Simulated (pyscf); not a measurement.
Single points on ωB97X-D3(BJ)/def2-SVP structures (PySCF, gas phase). MP2 and CC: frozen core, UHF for open shells. ΔMP2 is the change of the MP2 total energy from the triple- to the quadruple-zeta basis.

**Question.** List the bond dissociation enthalpies at 298 K of HN=SiH–F from CCSD(T)/def2-TZVPP + ΔMP2(QZVPP), from the weakest bond up.

**Answer.** H–Si to [HN=Si–F]• + H•: 85.2 kcal/mol; H–N to [N=SiH–F]• + H•: 114.9 kcal/mol; F–Si to [HN=SiH]• + F•: 144.4 kcal/mol. Ring and multiple bonds, and those that leave no two simple radicals, are not listed. The radicals are drawn with the spin at the cut bond; how far it spreads was not checked. HN=SiH–F lies 25.8 kcal/mol over its isomer H₂N–Si:–F [singlet] (electronic energy, ωB97M-D3(BJ)). [N=SiH–F]• lies 31.0 kcal/mol over its isomer [HN=Si–F]• (electronic energy, ωB97M-D3(BJ)). Other isomers of [HN=SiH]•, [HN=Si–F]• were not searched in full and may lie lower. The CCSD(T) − MP2 part came from Ansatz, without density fitting, on the same reference. An open-shell T1 diagnostic exceeds 0.045. A UHF reference is spin-contaminated (<S²> up to 0.95), which harms MP2 most. Left out: the spin-orbit lowering of F.
